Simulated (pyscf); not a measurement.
PySCF, gas phase, ωB97X-D3(BJ)/def2-SVP geometries.

Task: `[BH2][CH2][CH2][CH3]` → `[BH2][CH3]` + `[CH2]=[CH2]`
Surface: singlet. Broken: C–C, C–H. Formed: C–H. Give ΔE‡ and ΔE from PBE/def2-TZVP, relative to the reactant's lowest minimum found.

Result: ΔE‡ = 370.9 kJ/mol, ΔE = +98.1 kJ/mol. CCSD(T)/def2-TZVPP + ΔMP2(QZVPP) gives 425.9 kJ/mol and +98.2 kJ/mol. Zero-point energy shifts the barrier by -22.0 kJ/mol. It is an elimination, with an imaginary mode of 1793i cm⁻¹. On the reactant side the descent ends in a point that may be a rotor saddle (no frequency run), 11.1 kJ/mol over the lowest minimum found and 433.7 kJ/mol under the saddle at ωB97X-D3(BJ)/def2-TZVP. At the saddle there is also a short C–H contact that neither side keeps. At ωB97X-D3(BJ)/def2-TZVP the barrier from the zero used here is 444.8 kJ/mol. The same reactants have a lower exit, to H₂B–CH(CH₃)–CH₃ (barrier +85.6 kJ/mol at ωB97M-D3(BJ)/def2-TZVP, against +427.3 kJ/mol here). H₂B–CH₂–CH₂–CH₃ lies 53.3 kJ/mol over its isomer H₃C–BH–CH₂–CH₃ (electronic energy, ωB97M-D3(BJ)/def2-TZVP). This is the saddle that the search found; another between the same sides may lie lower. The CCSD(T) − MP2 part came from Ansatz, without density fitting, on the same reference.
